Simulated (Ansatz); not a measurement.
This script for Ansatz 0.2.0 through its Python package starts 3 runs on C₂H₆Si, SMILES CC[SiH]. What input does the engine get in each?

`methods_c2h6si.py`
```python
"""One geometry of C2H6Si, method by method."""

import ansatz as az
from ase import Atoms

atoms = Atoms(["C", "C", "Si", "H", "H", "H", "H", "H", "H"], positions=[
    (-0.5657, 0.4546, -0.597),
    (0.3482, -0.5859, -0.1465),
    (1.3966, -0.1331, 1.2943),
    (-1.1251, 0.1533, -1.4664),
    (-0.0793, 1.3973, -0.9387),
    (-1.3152, 0.793, 0.1849),
    (1.0243, -0.856, -0.9837),
    (-0.1861, -1.4626, 0.1029),
    (0.5908, 0.1931, 2.5331),
])
geometry = az.Crystal.molecule_from_ase(atoms)

base = geometry.calculation().basis(gaussian="def2-SVP")

methods = ["mp2", "ccsd", "ccsd_t"]
reports = [base.correlation(m).run(threads=1).report for m in methods]
print(f"Hartree-Fock reference {reports[0]['reference_energy_ev'] / 27.211386246:.6f} Ha")
best = reports[-1]["free_energy_ev"] - reports[-1]["reference_energy_ev"]
for method, each in zip(methods, reports):
    gained = each["free_energy_ev"] - each["reference_energy_ev"]
    print(f"{method:8s} total {each['free_energy_ev'] / 27.211386246:.6f} Ha  correlation {gained:9.4f} eV  ({100 * gained / best:.1f} % of the last)")
```

Run 1:
```yaml
crystal:
  periodic: [false, false, false]
  atoms:
    - { symbol: C, position_ang: [-0.5657, 0.4546, -0.597] }
    - { symbol: C, position_ang: [0.3482, -0.5859, -0.1465] }
    - { symbol: Si, position_ang: [1.3966, -0.1331, 1.2943] }
    - { symbol: H, position_ang: [-1.1251, 0.1533, -1.4664] }
    - { symbol: H, position_ang: [-0.0793, 1.3973, -0.9387] }
    - { symbol: H, position_ang: [-1.3152, 0.793, 0.1849] }
    - { symbol: H, position_ang: [1.0243, -0.856, -0.9837] }
    - { symbol: H, position_ang: [-0.1861, -1.4626, 0.1029] }
    - { symbol: H, position_ang: [0.5908, 0.1931, 2.5331] }
basis:
  gaussian:
    orbitals: def2-SVP
correlation:
  method: mp2
```

Run 2, against run 1:
```diff
-  method: mp2
+  method: ccsd
```

Run 3, against run 1:
```diff
-  method: mp2
+  method: ccsd_t
```

`python methods_c2h6si.py` gives:
```text
Hartree-Fock reference -367.927672 Ha
mp2      total -368.300975 Ha  correlation  -10.1581 eV  (85.5 % of the last)
ccsd     total -368.352279 Ha  correlation  -11.5541 eV  (97.2 % of the last)
ccsd_t   total -368.364314 Ha  correlation  -11.8817 eV  (100.0 % of the last)
```

These settings explore the input space; basis and method may be short of convergence. The geometry is a force-field or estimated start, not a minimum of this method, and the basis set is short of its limit. A lower total doesn't mark the better method: functionals have no common bound, and MP2 and coupled cluster aren't variational. Inner cores stay frozen, so this is valence correlation. Hardware and time: 8.7 s on 1 thread of Arm Neoverse V1, with other jobs on the host, peak memory 0.28 GiB.

(Lines on the test bed's own set-up are left out of the output.)
